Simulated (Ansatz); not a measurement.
Input for Ansatz (development build ahead of 0.2.0):

```yaml
crystal:
  periodic: [false, false, false]
  atoms:
    - { symbol: "N", position_ang: [0.0, 0.0, 0.0] }
    - { symbol: O, position_ang: [1.24, 0.0, 0.0] }
    - { symbol: O, position_ang: [-0.62, 1.07387, 0.0] }
    - { symbol: O, position_ang: [-0.62, -1.07387, 0.0] }
basis:
  gaussian: { orbitals: def2-SVP }
magnetization:
  initial_magnetization: 1
hamiltonian:
  xc: pbe0
scf:
  omitted_lower_state_checks: [starts, atomic_configurations, cluster_reference, orbital_swaps, given_window_search, neighbouring_geometries, increment]
output:
  forces: true
```

The input is written out in the form of the current development build from the run's settings.

Results

* Converged: yes
* Total energy: -279.71501 hartree
* Spin squared of the determinant: 0.750
* Stability test: minimum among restricted orbitals

Forces (eV/Å):
```
atom      Fx      Fy     Fz
  N1   0.000   0.000  0.000
  O2  -1.616   0.000  0.000
  O3   0.808  -1.400  0.000
  O4   0.808   1.400  0.000
```
